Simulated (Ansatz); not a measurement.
`C/N=C(\F)Cl`, relaxed with RKS PBE0-D4/def2-TZVP in the Gaussian-basis code of Ansatz from a PBE-D4/def2-SVP geometry. The force threshold is 0.005 eV/Å; the program also tests the step.

Charge 0, multiplicity 1.

Start:

```xyz
8

C     0.604    0.397    0.855
N     0.309   -0.643   -0.106
C    -0.613   -0.527   -0.943
F    -1.441    0.533   -1.079
Cl   -1.003   -1.744   -2.114
H     0.593   -0.041    1.875
H    -0.089    1.265    0.828
H     1.639    0.761    0.684
```

```csv
step,energy (eV),largest force (eV/Å),largest move (Å)
1,-18843.9110,0.894,0.000
2,-18843.9523,0.289,0.026
3,-18843.9566,0.108,0.011
4,-18843.9566,0.053,0.005
5,-18843.9568,0.011,0.004
6,-18843.9569,0.010,0.015
7,-18843.9569,0.009,0.018
8,-18843.9569,0.005,0.004
9,-18843.9569,0.002,0.002
```

End:

```xyz
8

C     0.603    0.401    0.843
N     0.326   -0.636   -0.122
C    -0.603   -0.526   -0.927
F    -1.443    0.507   -1.024
Cl   -0.991   -1.712   -2.097
H     0.548   -0.035    1.842
H    -0.070    1.260    0.787
H     1.631    0.740    0.698
```

It took 37 s on 4 threads of a server CPU on a shared host, with 0.4 GiB of host memory at the peak.
